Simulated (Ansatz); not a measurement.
```yaml
crystal:
  periodic: [false, false, false]
  atoms:
    - {symbol: As, position_ang: [0.000000, 0.000000, 0.000000]}
    - {symbol: As, position_ang: [0.000000, 0.000000, 2.213400]}
basis:
  gaussian: {orbitals: def2-TZVP}
hamiltonian: {xc: pbe0}
relax: {f_tol: 0.004, max_steps: 80}
```

```sh
$ ansatz run in.yaml --threads 1 --pin off --events-out ev --progress --plain --max-ram 2176MiB
```

Steps of the relaxation (energy above the last step; positions in Å, forces in eV/Å):

```
2
step 1, 195.9 meV
As    0.000    0.000    0.000    0.000    0.000    2.885
As    0.000    0.000    2.213    0.000    0.000   -2.885
```

```
2
step 2, 31.9 meV
As    0.000    0.000    0.085    0.000    0.000   -1.475
As    0.000    0.000    2.129    0.000    0.000    1.475
```

```
2
step 3, 1.8 meV
As    0.000    0.000    0.057    0.000    0.000    0.325
As    0.000    0.000    2.157    0.000    0.000   -0.325
```

```
2
step 6, 0.0 meV
As    0.000    0.000    0.062    0.000    0.000    0.000
As    0.000    0.000    2.151    0.000    0.000    0.000
```

Close pairs at the end: As1–As2 2.089 Å.

A stationary point of restricted PBE0 after 6 steps (its stability towards spin polarisation wasn't tested). 16 s on 1 thread of Intel Xeon Platinum 8375C, shared host.
